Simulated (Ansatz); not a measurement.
# CHOSi (doublet): wave-function methods side by side at a displaced geometry (v1), cc-pVDZ

Aim: climb from Hartree-Fock through coupled cluster and multireference methods for CHOSi (doublet) at one geometry and basis, and see what each rung misses.

Method: cc-pVDZ, core rule «outside noble gas», up to 7 orbitals frozen; program: Ansatz 0.2.0, Gaussian basis.

Plan: UHF; CCSD(T) on ROHF; CCSD(T) on UHF; BCCD(T) on ROHF; CISD as a restricted active space (open shells left free, so some higher excitations enter); CCSDT(Q) on ROHF; CCSDT(Q) on UHF; CASSCF and MRCISD+Q, 9 electrons in 9 orbitals; CASSCF and NEVPT2, 9 electrons in 9 orbitals.

23 further runs of the same task are left out: 11 that didn't finish, 12 set aside as unsound or not needed. Runs told in other sessions of the task aren't counted.

**1. The system**

The geometry is a PBE0/def2-TZVP stationary point (not a proven minimum) with its atoms shifted at random (size 0.040 Å).

4 atoms, charge 0, spin multiplicity 2.

Atoms are counted from 1 here; the program's logs count them from 0.

Bond lengths: C1–O2 1.137 Å, Si3–H4 1.475 Å.

**2. UHF**

Input file in.yaml:

```yaml
crystal:
  periodic: [false, false, false]
  atoms:
    - {symbol: C, position_ang: [-0.021965, -0.040381, 2.184823]}
    - {symbol: O, position_ang: [-0.022798, 0.032278, 1.050099]}
    - {symbol: Si, position_ang: [0.025166, -0.051505, -1.486841]}
    - {symbol: H, position_ang: [-0.077611, 1.403979, -1.273406]}
basis:
  gaussian: {orbitals: cc-pVDZ}
magnetization: {spin_polarized: true, initial_magnetization: 1}
hamiltonian: {xc: hf}
output: {orbitals: {seedname: orbitals}}
```

Command:

```sh
$ ansatz run in.yaml --threads 1 --pin off --events-out ev --progress --plain --max-ram 2393MiB
```

Further steps of the session: CCSD(T) on ROHF; CCSD(T) on UHF; BCCD(T) on ROHF; CISD as a restricted active space (open shells left free, so some higher excitations enter); CCSDT(Q) on ROHF; CCSDT(Q) on UHF; CASSCF and MRCISD+Q, 9 electrons in 9 orbitals; CASSCF and NEVPT2, 9 electrons in 9 orbitals.

Q: Predict the results of all the runs planned. Wanted: UCCSDT(Q) from the RHF energy; RMP2 from UCCSDT(Q); UMP2 from UCCSDT(Q); RCCSD from UCCSDT(Q); RCCSD(T) from UCCSDT(Q); UCCSD(T) from UCCSDT(Q); RCCSDT(Q) from UCCSDT(Q); MRCISD+Q frontier from UCCSDT(Q); T1 diagnostic.

The runs gave:

| quantity | value |
| --- | --- |
| UCCSDT(Q) from the ROHF energy | -11.0348 eV |
| RMP2 from UCCSDT(Q) | +1234.3 meV |
| UMP2 from UCCSDT(Q) | +1249.1 meV |
| RCCSD from UCCSDT(Q) | +417.9 meV |
| RCCSD(T) from UCCSDT(Q) | +58.8 meV |
| UCCSD(T) from UCCSDT(Q) | +58.3 meV |
| RCCSDT(Q) from UCCSDT(Q) | +5.0 meV |
| MRCISD+Q frontier from UCCSDT(Q) | +66.2 meV |
| levels within 1 kcal/mol (43 meV) | RCCSDT, UCCSDT, RCCSDT(Q) |
| T1 diagnostic | 0.021 |

**Reading.** RCCSD(T) misses by +58.8 meV, 0.5 % of the correlation energy. These misses are within one basis, not against nature; the frozen cores of restricted and unrestricted runs differ, which can shift their rows.

With open shells the CI space here admits some higher excitations, so it is larger than plain CISD.
